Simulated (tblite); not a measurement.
Compound: C3H5 (doublet state).
Geometry (GFN2-xTB, Å), atoms numbered from 1 in this order:
```xyz
8
C3H5 angstrom
C     -0.7312    0.4586   -0.7916
C      0.0813   -0.4246   -0.1261
C      0.6785   -0.1656    1.0817
H     -1.1773    0.2116   -1.7375
H     -0.9450    1.4300   -0.3811
H      0.2630   -1.3891   -0.5849
H      1.3077   -0.8885    1.5669
H      0.5320    0.7771    1.5788
```

All values are computed: GFN2-xTB (tblite) harmonic vibrations without scaling, gas phase. This tight-binding method is rough: wavenumbers can miss measured ones by several per cent, in bad cases by 10 to 20. One conformer, not necessarily the lowest. Open shells enter through the occupations alone, without spin polarisation, and single modes of such species can be off by tens of per cent.

Harmonic wavenumbers (cm⁻¹): 426.2, 511.0, 513.2, 761.7, 780.6, 909.5, 992.5, 1034.0, 1264.4, 1271.1, 1373.3, 1467.3, 1489.5, 3047.9, 3112.1, 3117.3, 3149.4, 3157.6.

A = 55220, B = 10575, C = 8875 MHz; mass 41.039 u (most abundant isotopes); point group C2v, symmetry number 2; spin multiplicity 2.

Q: Zero-point energy?

A: ½Σν̃ = 14189 cm⁻¹ = 40.57 kcal/mol.

Q: Give the ideal-gas entropy at 200 K and 1 bar in the rigid-rotor, harmonic-oscillator model (classical rotation).

A: Translation 35.11, rotation 19.09, vibration 1.02, spin (R ln 2) 1.38: S = 56.6 cal/(mol K).

Q: And Cp and H(200 K) − H(0)?

A: Cp = 11.14 cal/(mol K), of which vibrations give 3.19 (their classical limit is 18 R = 35.8); H(200 K) − H(0) = 1.75 kcal/mol without the zero-point energy, 0.16 from vibrations.

Q: How do the functions run with temperature in this model?

A: 
| T (K) | S (cal/(mol K)) | Cp (cal/(mol K)) | H − H(0) (kcal/mol) | G − H(0) (kcal/mol) | ln q(vib) |
| --- | --- | --- | --- | --- | --- |
| 50 | 44.6 | 8.0 | 0.40 | -1.83 | 0.00 |
| 100 | 50.1 | 8.3 | 0.80 | -4.21 | 0.00 |
| 298.15 | 61.8 | 15.0 | 3.03 | -15.38 | 0.40 |
| 373.15 | 65.4 | 17.9 | 4.27 | -20.15 | 0.72 |
| 500 | 71.3 | 22.1 | 6.82 | -28.83 | 1.39 |
| 750 | 81.5 | 28.0 | 13.14 | -47.96 | 2.93 |
| 1000 | 90.1 | 31.9 | 20.65 | -69.44 | 4.54 |

q(vib) and H(0) count from the zero-point level.

Q: What must be added to the electronic energy to get the Gibbs energy at 200 K and 1 bar?

A: ZPE + [H(200 K) − H(0)] − T·S = 40.57 + 1.75 − 11.32 = 31.00 kcal/mol.

Other conformers, if any are populated, would add a mixing term that is left out.
